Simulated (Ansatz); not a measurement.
A nudged elastic band was laid between two geometries of AlH5N (7 atoms, charge 0, multiplicity 2).

All numbers below come from UKS B3LYP/def2-SVP (Ansatz).

* movable images: 5
* climbing image: yes
* spring: 5.0 eV/Å²
* optimiser: quadratic models (default)
* start path: through a guess of the saddle point
* force threshold: 0.03 eV/Å
* iteration limit: 60
* end points: relaxed

Initial state:

```xyz
7
Properties=species:S:1:pos:R:3
Al 0.022 -0.024 0.676
H -0.546 1.444 1.353
H 1.461 0.162 0.029
H -1.160 -0.830 -0.015
N 0.109 -0.329 2.539
H -0.721 -0.509 3.109
H 0.834 0.085 3.130
```

Final state:

```xyz
7
Properties=species:S:1:pos:R:3
Al 0.245 0.173 0.249
H -0.933 0.845 2.554
H 1.548 -0.771 0.311
H -1.146 -0.525 -0.165
N -0.113 0.275 2.328
H -0.283 -0.663 2.704
H 0.682 0.667 2.840
```

(1) Which bonds break or form, and what moves?

(2) What energy profile does the band end with?

(3) What is the geometry of the highest image?

(4) What are the harmonic wavenumbers there?

Answers

(1) Bonds broken: Al1–H2. Bonds formed: H2–N5.

(2) The run converged. The highest image is number 1 of 0 to 6, 0.49 eV above the first end and 1.18 eV above the last; the last end lies 0.69 eV below the first. A vibrational analysis at the climbing image gives one clearly imaginary mode, 1372i cm⁻¹: a first-order saddle point.

```csv
image,path coordinate (Å),energy (eV),Al1–H2 (Å),H2–N5 (Å)
0,0.00,0.00,1.71,2.23
1,0.75,0.49,1.79,1.40
2,1.22,-0.30,2.14,1.04
3,1.69,-0.62,2.53,1.02
4,2.16,-0.67,2.69,1.02
5,2.63,-0.68,2.69,1.02
6,3.11,-0.69,2.67,1.02
```

(3) 
```xyz
7
Properties=species:S:1:pos:R:3
Al 0.020 0.001 0.528
H -0.403 1.084 1.890
H 1.486 0.132 -0.061
H -1.162 -0.842 -0.108
N 0.024 -0.111 2.471
H -0.771 -0.421 3.031
H 0.807 0.157 3.070
```

(4) 1372i, 356, 434, 505, 598, 663, 711, 762, 981, 1397, 1509, 1912, 1930, 3489, 3606 cm⁻¹.

Time of the run: 4 min on 1 thread of Arm Neoverse V2 (shared host), peak memory 0.12 GiB.
